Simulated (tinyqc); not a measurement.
Born-Oppenheimer dynamics on the UHF/sto-3g surface (energies and gradients from PySCF), for CH, spin multiplicity 4, step by step. Computed by tinyqc, a small Python program that keeps every step (integrals from PySCF). Settings: charge = 0, multiplicity = 4, basis = sto-3g, time step (fs) = 0.5, steps = 24. Command: `OMP_NUM_THREADS=1 python tinyqc.py 25943 25944 out.jsonl` (the two numbers bound the seeds that draw the settings). One thread of a shared host (Intel(R) Xeon(R) Processor @ 2.60GHz), about 2 s of CPU time with the checks.

positions (bohr), order 1C, 2H:
```
[[0.000000, 0.000000, 0.000000],
 [0.000000, 0.000000, 2.309245]]
```

The total energy should stay constant up to terms of order dt^2; the step counts as short enough if it moves by less than 2 % of the largest kinetic energy.

Trajectory:
```
time (fs)  1C-2H (angstrom)  potential (hartree)  kinetic (hartree)  total (hartree)
0.000000           1.222000         -37.77753411         0.00233504     -37.77519908
0.500000           1.225985         -37.77682122         0.00163206     -37.77518916
1.000000           1.217416         -37.77833832         0.00312759     -37.77521074
1.500000           1.196783         -37.78173592         0.00646972     -37.77526621
2.000000           1.165374         -37.78613194         0.01077455     -37.77535739
2.500000           1.125456         -37.79012214         0.01464780     -37.77547434
3.000000           1.080507         -37.79199390         0.01641621     -37.77557770
3.500000           1.035401         -37.79039004         0.01480156     -37.77558848
4.000000           0.996277         -37.78549015         0.01005732     -37.77543283
4.500000           0.969714         -37.77992851         0.00475604     -37.77517246
5.000000           0.960979         -37.77765261         0.00260471     -37.77504790
5.500000           0.971965         -37.78047758         0.00527652     -37.77520106
6.000000           1.000304         -37.78616622         0.01070675     -37.77545947
6.500000           1.040466         -37.79077013         0.01517515     -37.77559498
7.000000           1.085849         -37.79193753         0.01636890     -37.77556862
7.500000           1.130436         -37.78973377         0.01427345     -37.77546032
8.000000           1.169518         -37.78561045         0.01026537     -37.77534508
8.500000           1.199769         -37.78126766         0.00600975     -37.77525791
9.000000           1.219048         -37.77805387         0.00284732     -37.77520655
9.500000           1.226169         -37.77678805         0.00159934     -37.77518870
10.000000          1.220725         -37.77775958         0.00255729     -37.77520229
10.500000          1.203024         -37.78074790         0.00549895     -37.77524895
11.000000          1.174142         -37.78500661         0.00967521     -37.77533140
11.500000          1.136080         -37.78925402         0.01380991     -37.77544411
12.000000          1.091989         -37.79181425         0.01625741     -37.77555684
```

Is the time step short enough?

No. The total energy moves within 5.5e-04 hartree; that is over 2 % of the largest kinetic energy, so the time step is too long.
